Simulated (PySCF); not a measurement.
One molecule, one basis, several functionals.

Species: H2O.
SMILES: `O`

PySCF, pcSseg-0 basis, density fitting, gas phase, GFN2-xTB geometry. One functional is left out:

| functional | exact exchange (%) | HOMO energy (eV) | LUMO energy (eV) | dipole moment (D) |
| --- | --- | --- | --- | --- |
| B97-D | 0 | -6.03 | 0.92 | 2.343 |
| BLYP | 0 | -5.72 | 0.70 | 2.281 |
| BP86 | 0 | -5.96 | 1.10 | 2.354 |
| HCTH407 | 0 | -6.20 | 0.57 | 2.335 |
| LDA | 0 | -5.86 | 0.90 | 2.433 |
| OLYP | 0 | -5.90 | 0.39 | 2.273 |
| OPBE | 0 | -6.09 | 0.80 | 2.345 |
| PBE | 0 | -5.85 | 0.85 | 2.328 |
| PW91 | 0 | -5.94 | 0.59 | 2.317 |
| revPBE | 0 | -5.86 | 0.82 | 2.305 |
| B3LYP | 20 | -7.64 | 1.37 | 2.360 |
| B97-2 | 21 | -7.76 | 1.81 | 2.402 |
| mPW1PW91 | 25 | -8.11 | 1.81 | 2.411 |
| BHandHLYP | 50 | -10.08 | 2.54 | 2.434 |

**Question.** Predict the row of X3LYP (22 % exact exchange) by straight lines through the other rows, and check it.

**Answer.** 
```
         property   line  computed  computed − line  B97-2 (21 %), for comparison
 HOMO energy (eV)  -7.79     -7.74            +0.05                         -7.76
 LUMO energy (eV)   1.59      1.38            -0.21                          1.81
dipole moment (D)  2.383     2.359           -0.024                         2.402
```

**Question.** Which of these properties follows the share of exact exchange most closely, and which least?

**Answer.** Most closely the HOMO energy, least the dipole moment; the correlations over the tabulated rows are HOMO energy -0.996, LUMO energy 0.946, dipole moment 0.667. The HOMO energy moves by -0.838 eV for every 10 %. Functionals with the same share still differ in their other parts: at 0 % BLYP and HCTH407 differ by 0.48 eV in it.
